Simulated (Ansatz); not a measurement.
Results of BLYP (PAW; Ansatz, an electronic-structure program) for hcp Ru.

Run with plane-wave cutoff 520 eV, 24×24×14 k mesh (along the axes of the cell as run), Fermi–Dirac smearing 0.05 eV, no spin polarisation, scalar-relativistic PAW data made under PBE.

The cell is scaled about its equilibrium volume:

Shape and atoms are relaxed at each volume.

```csv
V (Å³/atom),P (GPa),c (Å),a (Å)
13.843,12.14,4.299,2.727
14.132,5.72,4.326,2.747
14.420,0.01,4.351,2.766
14.708,-5.05,4.377,2.786
14.997,-9.54,4.402,2.805
```

Note: the bulk modulus comes from volumes at which shape and atoms were relaxed.
